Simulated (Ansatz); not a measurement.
A run on `Cc1ccsc1` with other settings.

```yaml
crystal:
  periodic: [false, false, false]
  atoms:
    - {symbol: C, position_ang: [-0.551632, -0.595343, 1.532041]}
    - {symbol: C, position_ang: [-0.153273, 0.020777, 0.231633]}
    - {symbol: C, position_ang: [0.790405, -0.552631, -0.665838]}
    - {symbol: C, position_ang: [0.987806, 0.196253, -1.785710]}
    - {symbol: S, position_ang: [0.031049, 1.606998, -1.766897]}
    - {symbol: C, position_ang: [-0.642094, 1.200435, -0.252423]}
    - {symbol: H, position_ang: [-1.287928, 0.018845, 2.051905]}
    - {symbol: H, position_ang: [-0.986601, -1.587520, 1.382280]}
    - {symbol: H, position_ang: [0.311870, -0.716449, 2.192158]}
    - {symbol: H, position_ang: [1.301480, -1.489100, -0.479574]}
    - {symbol: H, position_ang: [1.643956, -0.008513, -2.617763]}
    - {symbol: H, position_ang: [-1.368038, 1.851049, 0.212188]}
basis:
  gaussian: {orbitals: cc-pVDZ, final_grid: {core_spheres: 20, valence_spheres: 16, degree: 47}}
hamiltonian: {xc: {name: r2SCAN}, dispersion: d4}
output: {forces: true}
```

```sh
$ ansatz run in.yaml --threads 4 --pin off --events-out ev --progress --plain --max-ram 10444MiB
```

It prints (some lines left out):

```
Functional definition: r2SCAN
1499 factors; their error is unknown
mean field evaluation 1: about -16100.7204 eV, gradient 7.2e1 eV
mean field evaluation 2: about -16068.4505 eV, gradient 1.3e2 eV
mean field evaluation 4: about -16113.8314 eV, gradient 1.7e1 eV
mean field evaluation 8: about -16114.5428 eV, gradient 2.2e-1 eV
mean field evaluation 16: about -16114.4865 eV, gradient 2.7e-3 eV
mean field -16114.48646342 eV, -592.1964547395 hartree, gradient 8.8e-6 eV, S^2 0.000000; 0 other end points of the search recorded, 0 dependent functions left out
reference -16114.48647316 eV, -592.1964550974 hartree; 26, 26 occupied and 92, 92 virtual orbitals, 1499 factors
Total energy: -16114.56552282 eV, -592.1993601190 hartree
Atom 0 at    -0.551632    -0.595343     1.532041 Å, force     0.016830     0.068186    -0.097636 eV/Å
Atom 1 at    -0.153273     0.020777     0.231633 Å, force     0.045945    -0.365019     0.307697 eV/Å
Atom 2 at     0.790405    -0.552631    -0.665838 Å, force     0.024117    -0.277888     0.265932 eV/Å
Atom 3 at     0.987806     0.196253    -1.785710 Å, force     0.278177    -0.150572    -0.286232 eV/Å
Atom 4 at     0.031049     1.606998    -1.766897 Å, force    -0.125328     0.784001    -0.643334 eV/Å
Atom 5 at    -0.642094     1.200435    -0.252423 Å, force    -0.291367     0.230646     0.224485 eV/Å
Atom 6 at    -1.287928     0.018845     2.051905 Å, force    -0.202645     0.159253     0.153979 eV/Å
Atom 7 at    -0.986601    -1.587520     1.382280 Å, force    -0.116120    -0.281224    -0.028013 eV/Å
Atom 8 at     0.311870    -0.716449     2.192158 Å, force     0.233351    -0.046738     0.191962 eV/Å
Atom 9 at     1.301480    -1.489100    -0.479574 Å, force     0.161919    -0.294116     0.056192 eV/Å
Atom 10 at     1.643956    -0.008513    -2.617763 Å, force     0.216599    -0.052937    -0.289783 eV/Å
Atom 11 at    -1.368038     1.851049     0.212188 Å, force    -0.241478     0.226408     0.144752 eV/Å
Dipole moment:     0.000894    -0.125609     0.133524 e Å
```

Hardware: 4 threads of an Arm Neoverse V1 on a shared host. Wall time 3.5 s, peak host memory 0.51 GiB.
